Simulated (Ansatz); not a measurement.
System: CHN, charge 1, doublet. CHN+ (parent SMILES C#N, doublet).
B3LYP-D3(BJ)/def2-TZVP minimum from Ansatz (a first-principles code):
```xyz
3

C      0.0000     0.0000    -0.5256
N      0.0000     0.0000     0.6818
H      0.0000     0.0000    -1.6190
```
Charge +1, spin multiplicity 2.

Hartree-Fock and CCSD correlation energies in hartree (Ansatz). UHF or UKS for unpaired electrons; spin-orbit terms are left out. Correlated methods leave the cores frozen. No relativity. The UHF reference of CHN+ (parent SMILES C#N, doublet) is spin-contaminated (<S^2> up to 0.04 over the pure value in the sets run).

```tsv
basis	X	E(HF)	E(corr, CCSD)
cc-pVTZ	3	-92.46864	-0.29766
cc-pVQZ	4	-92.47463	-0.31308
cc-pV5Z	5	-92.47594	withheld
```

Question: Fit E(corr) = E∞ + A/X³ to X = 3 and 4, predict X = 5, and compare with the run.

Answer: A = (-0.29766 - (-0.31308))/(1/27 - 1/64) = 0.7202; E∞ = -0.31308 - A/64 = -0.32433; at X = 5, E∞ + A/125 = -0.31857. The run gave -0.31819, 0.38 mEh above the prediction. The same form on X = 4 and 5 gives E∞ = -0.32355, 0.78 mEh above the first estimate.
